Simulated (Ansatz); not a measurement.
Reaction (SMILES): [OH] (OH) → H atom + O atom
B3LYP-D3(BJ)/def2-TZVP geometries, fixed; electronic energies without zero-point terms.

How fast the atomisation energy converges with the basis for several methods (Ansatz, a program for electronic structure): deviation from each method's own reference, in kcal/mol. References: B2PLYP 107.25 kcal/mol, the value in aug-cc-pV5Z; CCSD(T) 106.97 kcal/mol, Hartree-Fock in aug-cc-pV5Z plus the correlation part extrapolated as X^-3 from aug-cc-pVQZ and aug-cc-pV5Z; HF 68.24 kcal/mol, the value in aug-cc-pV5Z; MP2 107.69 kcal/mol, Hartree-Fock in aug-cc-pV5Z plus the correlation part extrapolated as X^-3 from aug-cc-pVQZ and aug-cc-pV5Z; PBE 110.04 kcal/mol, the value in aug-cc-pV5Z; PBE0 105.77 kcal/mol, the value in aug-cc-pV5Z. Cartesian d functions, on some or all atoms, in 6-31G**; all else is spherical. In correlated methods cores are frozen. Open shells are unrestricted. No added dispersion term, no relativity. 

```
basis              functions  B2PLYP  CCSD(T)     HF     MP2     PBE   PBE0
-----------------  ---------  ------  -------  -----  ------  ------  -----
def2-SV(P)                16     ___   -21.63  -8.90  -22.46  -10.18  -9.80
pcseg-1                   19     ___   -10.74  -1.93  -11.15   -4.89  -3.98
6-31G**                   20     ___   -10.59  -1.92  -11.18   -3.04  -2.73
6-311G**                  24     ___    -9.49  -2.30  -10.52   -3.60  -3.18
def2-SVPD                 31     ___    -5.81   0.80   -6.46   -0.07   0.11
cc-pVTZ                   44     ___    -4.10  -0.85   -4.70   -1.64  -1.36
def2-TZVPP                45     ___    -3.47  -0.41   -3.99   -0.80  -0.66
def2-TZVPD                49     ___    -5.07  -0.83   -5.61   -0.76  -0.78
jun-cc-pV(T+d)Z           53     ___    -2.79  -0.13   -3.28   -0.21  -0.20
6-311++G(3df,3pd)         57     ___    -1.52   0.48   -1.97    0.25   0.30
aug-pcseg-2               69     ___    -2.39   0.21   -2.89   -0.01   0.06
def2-QZVPPD               99     ___    -1.01  -0.03   -1.36   -0.08  -0.07
```

**Question.** Complete the blanks.

**Answer.** 
- def2-SV(P), B2PLYP: -13.87
- pcseg-1, B2PLYP: -6.50
- 6-31G**, B2PLYP: -5.58
- 6-311G**, B2PLYP: -5.46
- def2-SVPD, B2PLYP: -1.86
- cc-pVTZ, B2PLYP: -2.35
- def2-TZVPP, B2PLYP: -1.56
- def2-TZVPD, B2PLYP: -2.11
- jun-cc-pV(T+d)Z, B2PLYP: -0.98
- 6-311++G(3df,3pd), B2PLYP: -0.20
- aug-pcseg-2, B2PLYP: -0.68
- def2-QZVPPD, B2PLYP: -0.28

Mean absolute deviation over 6-311G**, cc-pVTZ, def2-TZVPP, def2-TZVPD, jun-cc-pV(T+d)Z, 6-311++G(3df,3pd), aug-pcseg-2: HF 0.74, PBE0 0.93, PBE 1.04, B2PLYP 1.91, CCSD(T) 4.12, MP2 4.71 kcal/mol.
